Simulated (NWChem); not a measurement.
System: diphosphorus (P₂); SMILES P#P

NWChem input:

```
start job
memory heap 200 mb stack 900 mb global 1100 mb
geometry units angstroms noautoz
  P      0.000000     0.000000     0.945544
  P      0.000000     0.000000    -0.945544
end
basis spherical
  * library def2-tzvpd
end
dft
  xc xcamb88 1.00 lyp 0.81 vwn_5 0.19 hfexch 1.00
  cam 0.33 cam_alpha 0.19 cam_beta 0.46
  iterations 150
  mulliken
end
task dft energy
```

Excerpt of the output:

```
             Northwest Computational Chemistry Package (NWChem) 7.3.0
             --------------------------------------------------------

 ORDER OF PRIMARY AXIS IS BEING SET TO 4
 D4H symmetry detected

                             Geometry "geometry" -> ""
                             -------------------------

 Output coordinates in angstroms (scale by  1.889725989 to convert to a.u.)

  No.       Tag          Charge          X              Y              Z
 ---- ---------------- ---------- -------------- -------------- --------------
    1 P                   15.0000     0.00000000     0.00000000     0.94554400
    2 P                   15.0000     0.00000000     0.00000000    -0.94554400

 Effective nuclear repulsion energy (a.u.)      62.9610473045

      Symmetry information
      --------------------

 Group name             D4h
 Group number             28
 Group order              16
 No. of unique centers     1

                                 NWChem DFT Module
                                 -----------------

 Summary of "ao basis" -> "ao basis" (spherical)
 ------------------------------------------------------------------------------
       Tag                 Description            Shells   Functions and Types
 ---------------- ------------------------------  ------  ---------------------
 P                         def2-tzvpd               15       43   6s5p3d1f

      Symmetry analysis of basis
      --------------------------

        a1g        15
        a1u         0
        a2g         0
        a2u        15
        b1g         4
        b1u         4
        b2g         4
        b2u         4
        eg         20
        eu         20

            General Information
            -------------------
          SCF calculation type: DFT
          Wavefunction type:  closed shell.
          No. of atoms     :     2
          No. of electrons :    30
           Alpha electrons :    15
            Beta electrons :    15
          Charge           :     0
          Spin multiplicity:     1
          Use of symmetry is: on ; symmetry adaption is: on
          Maximum number of iterations: 150
          AO basis - number of functions:    86
                     number of shells:    30
          Convergence on energy requested:  1.00D-06
          Convergence on density requested:  1.00D-05
          Convergence on gradient requested:  5.00D-04

              XC Information
              --------------
                     Hartree-Fock (Exact) Exchange  1.000
                   CAM-Becke88 Exchange Functional  1.000
                      VWN V Correlation Functional  0.190 local
              Lee-Yang-Parr Correlation Functional  0.810

           Range-Separation Parameters
           ---------------------------
           Alpha           :  0.19
           Beta            :  0.46
           Gamma           :  0.33
           Short-Range HF  :     F

             Grid Information
             ----------------
          Grid used for XC integration:  medium
          Radial quadrature: Mura-Knowles
          Angular quadrature: Lebedev.
          Tag              B.-S. Rad. Rad. Pts. Rad. Cut. Ang. Pts.
          ---              ---------- --------- --------- ---------
          P                   1.00       88          10.0       590
          Grid pruning is: on
          Number of quadrature shells:    88
          Spatial weights used:  Erf1

      Superposition of Atomic Density Guess
      -------------------------------------

 Sum of atomic energies:        -681.30227885

      Non-variational initial energy
      ------------------------------

 Total energy =    -681.544978
 1-e energy   =   -1068.036174
 2-e energy   =     323.530149
 HOMO         =      -0.291996
 LUMO         =      -0.066664

      Symmetry analysis of molecular orbitals - initial
      -------------------------------------------------

 !! scf_movecs_sym_adapt:   16 vectors were symmetry contaminated

  Symmetry fudging

 !! scf_movecs_sym_adapt:   16 vectors were symmetry contaminated

  Numbering of irreducible representations:

     1 a1g         2 a1u         3 a2g         4 a2u         5 b1g
     6 b1u         7 b2g         8 b2u         9 eg         10 eu

  Orbital symmetries:

     1 a2u         2 a1g         3 a1g         4 a2u         5 a1g
     6 a2u         7 eu          8 eu          9 eg         10 eg
    11 a1g        12 a2u        13 eu         14 eu         15 a1g
    16 eg         17 eg         18 a2u        19 a1g        20 b1g
    21 b2g        22 a1g        23 a2u        24 eu         25 eu

     ---------------------------------------------
      Total Density - Mulliken Population Analysis
     ---------------------------------------------

    Atom       Charge   Shell Charges
 -----------   ------   -------------------------------------------------------
    1 P   15    15.00   2.01  0.54  1.43  1.10  0.81  0.05  4.16  1.70  0.63  1.59  0.88  0.03  0.06 -0.00  0.01
    2 P   15    15.00   2.01  0.54  1.43  1.10  0.81  0.05  4.16  1.70  0.63  1.59  0.88  0.03  0.06 -0.00  0.01

   convergence    iter        energy       DeltaE   RMS-Dens  Diis-err
 ---------------- ----- ----------------- --------- --------- ---------
 d= 0,ls=0.0,diis     1   -682.7007557117 -7.46D+02  4.01D-03  6.20D-01
 d= 0,ls=0.0,diis     2   -682.7184785218 -1.77D-02  1.24D-03  4.03D-03
 d= 0,ls=0.0,diis     3   -682.7189283410 -4.50D-04  2.91D-04  1.50D-03
 d= 0,ls=0.0,diis     4   -682.7190955740 -1.67D-04  4.95D-05  1.10D-05
 d= 0,ls=0.0,diis     5   -682.7190974648 -1.89D-06  1.13D-05  4.28D-07
 d= 0,ls=0.0,diis     6   -682.7190975882 -1.23D-07  3.72D-06  6.75D-08

         Total DFT energy =     -682.719097588161
      One electron energy =    -1069.341887579948
           Coulomb energy =      370.095208122832
    Exchange-Corr. energy =      -46.433465435524
 Nuclear repulsion energy =       62.961047304479

 Numeric. integr. density =       30.000000189298

                  Occupations of the irreducible representations
                  ----------------------------------------------

                     irrep           alpha         beta
                     --------     --------     --------
                     a1g               5.0          5.0
                     a1u               0.0          0.0
                     a2g               0.0          0.0
                     a2u               4.0          4.0
                     b1g               0.0          0.0
                     b1u               0.0          0.0
                     b2g               0.0          0.0
                     b2u               0.0          0.0
                     eg                2.0          2.0
                     eu                4.0          4.0

                       DFT Final Molecular Orbital Analysis
                       ------------------------------------

 Vector   13  Occ=2.000000D+00  E=-3.545650D-01  Symmetry=a1g
              MO Center=  1.1D-17,  2.8D-18, -8.0D-17, r^2= 3.1D+00
   Bfn.  Coefficient  Atom+Function         Bfn.  Coefficient  Atom+Function
  ----- ------------  ---------------      ----- ------------  ---------------
    18      0.351136  1 P  pz                61     -0.351136  2 P  pz
     5      0.202622  1 P  s                 48      0.202622  2 P  s
    15      0.178840  1 P  pz                21      0.179583  1 P  pz
    58     -0.178840  2 P  pz                64     -0.179583  2 P  pz
     9     -0.149788  1 P  pz                52      0.149788  2 P  pz

 Vector   14  Occ=2.000000D+00  E=-3.393507D-01  Symmetry=eu
              MO Center=  1.3D-15, -4.5D-16,  2.4D-15, r^2= 2.3D+00
   Bfn.  Coefficient  Atom+Function         Bfn.  Coefficient  Atom+Function
  ----- ------------  ---------------      ----- ------------  ---------------
    17      0.325411  1 P  py                60      0.325411  2 P  py
    20      0.203237  1 P  py                63      0.203237  2 P  py
    14      0.148728  1 P  py                57      0.148728  2 P  py
     8     -0.128907  1 P  py                51     -0.128907  2 P  py
    16     -0.072215  1 P  px                59     -0.072215  2 P  px

 Vector   15  Occ=2.000000D+00  E=-3.393507D-01  Symmetry=eu
              MO Center= -1.0D-16, -1.5D-16,  3.7D-14, r^2= 2.3D+00
   Bfn.  Coefficient  Atom+Function         Bfn.  Coefficient  Atom+Function
  ----- ------------  ---------------      ----- ------------  ---------------
    16      0.325411  1 P  px                59      0.325411  2 P  px
    19      0.203237  1 P  px                62      0.203237  2 P  px
    13      0.148728  1 P  px                56      0.148728  2 P  px
     7     -0.128907  1 P  px                50     -0.128907  2 P  px
    17      0.072215  1 P  py                60      0.072215  2 P  py

 Vector   16  Occ=0.000000D+00  E=-5.488611D-02  Symmetry=eg
              MO Center=  4.6D-13,  4.8D-14, -4.4D-14, r^2= 3.7D+00
   Bfn.  Coefficient  Atom+Function         Bfn.  Coefficient  Atom+Function
  ----- ------------  ---------------      ----- ------------  ---------------
    16      0.356949  1 P  px                59     -0.356949  2 P  px
    19      0.318994  1 P  px                62     -0.318994  2 P  px
    13      0.155156  1 P  px                56     -0.155156  2 P  px
     7     -0.130410  1 P  px                50      0.130410  2 P  px
    35     -0.125353  1 P  d  1              78     -0.125353  2 P  d  1

[...]
```

Level: CAM-B3LYP/def2-TZVPD. Coordinates come from a PBE0/def2-SVP optimisation.
